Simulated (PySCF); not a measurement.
C4H8O.
SMILES with atom numbers: `[OH:1][CH2:2][CH:3]1[CH2:4][CH2:5]1` (hydrogens: H6 on O1; H7, H8 on C2; H9 on C3; H10, H11 on C4; H12, H13 on C5)

Method: PySCF 2.14.0, PBE0-D3(BJ)/def2-TZVP geometry optimisation, gas phase.

(1) What internal coordinates does the optimisation give?

Answers

(1) 
| bond | length (pm) |
| --- | --- |
| O1–C2 | 141.2 |
| C2–C3 | 149.7 |
| C3–C4, C3–C5 | 149.9 |
| C4–C5 | 149.8 |
| O1–H6 | 96.1 |
| C2–H7, C2–H8 | 109.7 |
| C3–H9 | 108.5 |
| C4–H10, C5–H12 | 108.4 |
| C4–H11, C5–H13 | 108.2 |

Bonds in one row agree within 1 pm and their mean is given. A selection of angles:
| angle | degrees |
| --- | --- |
| C2–O1–H6 | 107.4 |
| O1–C2–C3 | 112.8 |
| O1–C2–H7 | 111.0 |
| O1–C2–H8 | 105.8 |
| C3–C2–H7 | 109.1 |
| C3–C2–H8 | 110.7 |
| H7–C2–H8 | 107.3 |
| C2–C3–C4 | 118.9 |
| C2–C3–H9 | 114.7 |
| C4–C3–C5 | 60.0 |
| C4–C3–H9 | 116.3 |
| C5–C3–H9 | 116.6 |
| C3–C4–C5 | 59.8 |
| C3–C4–H10 | 117.8 |
| C3–C4–H11 | 118.4 |
| C5–C4–H10 | 117.4 |
| C5–C4–H11 | 118.3 |
| H10–C4–H11 | 114.4 |

Dihedral angles: O1–C2–C3–C4 83° (synclinal); C2–C3–C4–C5 109° (anticlinal); C2–C3–C5–C4 -108° (anticlinal); H6–O1–C2–C3 -50° (synclinal). The mirror-image conformer, all signs reversed, is as good.

The 3-membered ring C3–C4–C5 has internal angles of 59.8° to 60.2°. Of the pairs four or more bonds apart, C4···H6 is among the closest relative to their van der Waals radii: 2.91 Å, 100 % of the sum of Bondi's values.

Point group: C1 (no symmetry element, even within 0.4 Å). Not checked by PBE0-D3(BJ)/def2-TZVP frequencies. One conformer, not necessarily the lowest (H–O1–C2–C3 -50°, O1–C2–C3–C4 83°).

Time: 2.4 min wall; peak memory 0.98 GiB. Hardware: one thread, Arm Neoverse V1 (aarch64), no GPU, shared host. That covers the optimisation of the geometry.
